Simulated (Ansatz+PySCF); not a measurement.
A calculation with Ansatz (development build ahead of 0.2.0).

```yaml
crystal:
  periodic: [false, false, false]
  atoms:
    - { symbol: H, position_ang: [-1.22677, -0.89814, 0.09982] }
    - { symbol: C, position_ang: [-0.68045, 0.01878, -0.06878] }
    - { symbol: O, position_ang: [0.6752, -0.13403, 0.02125] }
    - { symbol: H, position_ang: [1.09572, 0.72625, -0.07055] }
    - { symbol: H, position_ang: [-1.13935, 1.02503, 0.18639] }
basis:
  gaussian: { orbitals: cc-pVTZ }
magnetization:
  initial_magnetization: 1
hamiltonian:
  xc: hf
correlation:
  method: mp2
  frozen_orbitals: { C: 1, H: 0, O: 1 }
output:
  forces: true
```

The input is written out in the form of the current development build from the run's settings. Correlation on restricted open-shell orbitals is semicanonical, with singles.

Output:

- Converged: yes
- Reference energy: -114.45563 hartree
- Correlation energy: -0.39858 hartree
- Total energy: -114.85421 hartree
- Spin squared of the determinant: 0.750
- Stability test: minimum among restricted orbitals

Forces (eV/Å):
```
atom      Fx      Fy      Fz
  H1   0.085   0.191  -0.011
  C2  -0.568   1.352   0.367
  O3  -0.110   0.054   0.005
  H4  -0.110  -0.059   0.002
  H5   0.704  -1.538  -0.364
```
